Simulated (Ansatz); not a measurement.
# Oxygen (O₂) (triplet): basis-set convergence

One table from this session's results is given with a row withheld; the runs are named, their logs left out.

Method: one geometry, several basis sets; program: Ansatz 0.2.0, Gaussian basis.

The runs, in order: PBE0-D4/def2-SVP; ωB97M-V/def2-SVP; PBE0-D4/def2-QZVPP; ωB97M-V/def2-QZVPP; CCSD(T)/cc-pV(D+d)Z; CCSD(T)/cc-pV(T+d)Z; CCSD(T)/cc-pV(Q+d)Z; the functionals' def2-TZVPP values are taken from earlier runs.

### Structure used throughout

All runs share one geometry, relaxed beforehand with PBE0-D4 in a triple-zeta def2 set.

SMILES `O=O`, 2 atoms, charge 0, spin multiplicity 3.

Atoms are counted from 1 here; the program's logs count them from 0.

Bond lengths: O1–O2 1.193 Å.

The first run:

The input, in.yaml:

```yaml
crystal:
  periodic: [false, false, false]
  atoms:
    - {symbol: O, position_ang: [0.509551, -0.164853, 0.262450]}
    - {symbol: O, position_ang: [-0.509551, 0.164853, -0.262450]}
basis:
  gaussian: {orbitals: def2-SVP}
magnetization: {spin_polarized: true, initial_magnetization: 2}
hamiltonian: {xc: pbe0, dispersion: d4}
output: {orbitals: {seedname: orbitals}}
```

Run with:

```
$ ansatz run in.yaml --threads 2 --pin off --events-out ev --progress --plain --max-ram 32768MiB --backend cpu
```

Among the steps run: PBE0-D4 in def2-SVP; ωB97M-V in def2-SVP; PBE0-D4 in def2-QZVPP; ωB97M-V in def2-QZVPP.

One table of the session follows, with a row left open; its other results are not shown here.

```
functional       basis  HOMO (eV)  LUMO (eV)
   PBE0-D4    def2-SVP      -8.72      -2.56
   PBE0-D4  def2-TZVPP      -8.84      -2.71
   PBE0-D4  def2-QZVPP      -8.86      -2.74
   ωB97M-V    def2-SVP          ?          ?
   ωB97M-V  def2-TZVPP     -11.20      -0.30
   ωB97M-V  def2-QZVPP     -11.22      -0.35
```

**Question.** Estimate the row for ωB97M-V, def2-SVP.

The run gave: HOMO (eV): -11.04; LUMO (eV): -0.04. In the column «HOMO (eV)» it lies between ωB97M-V, def2-TZVPP (-11.20) and PBE0-D4, def2-QZVPP (-8.86).
